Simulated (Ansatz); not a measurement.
Cost and result for the atomization energy of C2H4FN (`N/C=C\F`) (8 atoms, 7 bonds).

```xyz
8

N     0.688    0.985   -0.387
C     0.221   -0.315   -0.324
C    -0.850   -0.721    0.346
F    -1.548    0.149    1.111
H     0.317    1.595    0.326
H     1.686    1.074   -0.480
H     0.744   -1.047   -0.927
H    -1.258   -1.720    0.335
```

Charge 0, multiplicity 1. The geometry is a stationary point of PBE0-D4/def2-TZVP. It is one conformer, not always the lowest. Program: Ansatz. All runs use 2 threads of an Arm Neoverse V2 on a shared host. Times are those of one run each, without the atoms' runs, and a repeat can differ threefold. Electronic energies, without spin–orbit coupling; frozen cores. CCSD(T)/CBS adds CCSD(T) − MP2 in def2-TZVPP to the MP2 limit, and its time is that of the two runs behind it. T1 = 0.012.

CCSD(T)/CBS is a level of theory with its own doubt, some kJ/mol a heavy atom from the limit and from the frozen cores, so smaller differences don't rank the functionals.

```
                             level  functions  wall time  atomization (kcal/mol)  difference from CCSD(T)/CBS  per bond
            LDA (SPW92)/def2-TZVPP        180      0.9 s                   874.9                        131.6      18.8
                  CCSD(T)/def2-SVP         76      1.9 s                   701.7                        -41.6      -5.9
               BHLYP-D4/def2-TZVPP        180      1.9 s                   716.0                        -27.3      -3.9
                PBE0-D4/def2-TZVPP        180        2 s                   750.7                          7.4       1.1
           CAM-B3LYP-D4/def2-TZVPP        180      2.1 s                   751.4                          8.1       1.2
                 B2PLYP/def2-TZVPP        180      3.2 s                   739.0                         -4.3      -0.6
             r2SCANh-D4/def2-TZVPP        180      3.2 s                   738.9                         -4.4      -0.6
               PBE-QIDH/def2-TZVPP        180      3.2 s                   738.2                         -5.1      -0.7
r2SCAN-D4/def2-TZVPP (with forces)        180      3.5 s                   745.8                          2.5       0.4
                 B97M-V/def2-TZVPP        180        7 s                   744.9                          1.6       0.2
                    MP2/def2-QZVPP        348       11 s                   750.3                          7.0       1.0
                CCSD(T)/def2-TZVPP        180       40 s                   721.1                        -22.2      -3.2
                 CCSD(T)/CBS(def2)          –       51 s                   743.3                          0.0       0.0
```

From r2SCAN to r2SCAN0 (25 % exact exchange), in def2-TZVPP and without D4, the atomization energy moves by −16.9 kcal/mol: exact exchange takes away binding that semilocal exchange gives to molecules. At CCSD(T), def2-SVP lies −41.6 kcal/mol from the extrapolated value and def2-TZVPP −22.1 kcal/mol: correlation converges slowly with the basis, and small sets miss more of it in the bonded molecule than in its fragments. The D4 term adds +3.9 kcal/mol with B3LYP and +2.0 kcal/mol with PBE0; it sums over pairs of atoms, weighted by their polarisabilities, and B3LYP, whose exchange is more repulsive, gets the larger term.

B3LYP here is the variant with VWN-RPA as its local correlation; programs differ in this.
